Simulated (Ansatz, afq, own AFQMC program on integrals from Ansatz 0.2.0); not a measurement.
**C, triplet: AFQMC among the cluster methods**

A free C atom.

Basis aug-cc-pVDZ. Only valence electrons are correlated. Ansatz 0.2.0 and our own AFQMC program on the same integrals; the CISD trial comes from CCSD amplitudes, and released means the phaseless constraint is let go. ± is one standard error of the sampling.

Determinant: UHF, the one that the program's search chose, which needn't be the lowest solution.

Full CI is exact in this basis; its frozen core comes from its own orbitals, which moves totals by up to a few meV.

Cautions: full CI with its own frozen core.

* T1 diagnostic: 0.0096
* weight of the determinant in the CISD state: 0.949
* ⟨S²⟩ of the determinant: 2.010
* size of the correlated space: 4 electrons in 22 orbitals

Reference: full CI, correlation energy -2.108 eV. The released energy is read at 1.50 1/Eh (meV from the phaseless value at times in 1/Eh: -1.3 ± 1.7 at 0.24, -2.9 ± 1.8 at 0.50, -5.4 ± 1.9 at 1.00, -6.6 ± 2.1 at 1.50).

```
         level  E − E(reference) (kcal/mol)  share of correlation (%)
            HF                        48.62                      0.00
           MP2                        14.92                     69.31
          CCSD                         1.03                     97.88
       CCSD(T)                         0.24                     99.51
         CCSDT                        -0.01                    100.02
      CCSDT(Q)                        -0.03                    100.06
   ph-AFQMC/HF                  2.61 ± 0.45                     94.64
 ph-AFQMC/CISD                  0.17 ± 0.04                     99.65
released AFQMC                  0.02 ± 0.05                     99.96
```

CCSDT and higher add their correlation energy to the determinant of the CCSD(T) run, since their own runs factorise the integrals more tightly (a shift of under 2 meV). A walk keeps the symmetry of its determinant, which the program's search chose and which needn't be the lowest solution, so a lower state of the same spin and another symmetry isn't excluded. Released energies are given only where the last usable release times agree within the noise; a slower fall can still hide under it.
